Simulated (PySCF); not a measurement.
Gas-phase thermal properties of CCl

Energies from PySCF (xtb for GFN2), thermal terms from the rigid-rotor harmonic-oscillator model, ideal gas at 1 bar. The comparison is the NASA 1993 polynomial table, which mixes measured and estimated data. 6-31G* has spherical d functions here. Open shells (unrestricted): CCl (multiplicity 2, electronic degeneracy 4). GFN2 has no spin-polarisation term. Spin-orbit splitting is ignored; it lowers the true energy and changes the entropy of CCl. B3LYP is the form with VWN-RPA correlation. The harmonic model lacks anharmonicity and excited electronic states, which grow with temperature; levels with a mode under 35 cm⁻¹ are left out. The table's entry may be an old estimate for CCl (not checked at source).

```tsv
level	point group	σ	ZPE (kJ/mol)	S°298 (J/mol/K)	Cp298 (J/mol/K)	S°1000 (J/mol/K)	H1000 − H298 (kJ/mol)
table	-	-	-	224.5	32.3	266.7	24.8
B3LYP/6-31G*	C∞v	1	5.0	225.4	31.6	267.2	24.5
GFN2-xTB	C∞v	1	5.9	224.1	30.7	264.9	24.1
HF/6-31G*	C∞v	1	5.2	225.2	31.4	266.7	24.4
PBE/def2-SVP	C∞v	1	5.2	225.2	31.4	266.8	24.5
PBE0/def2-TZVP	C∞v	1	5.3	224.8	31.2	266.2	24.4
```
σ: rotational symmetry number. Electronic degeneracy used: 4. Frequencies are unscaled.
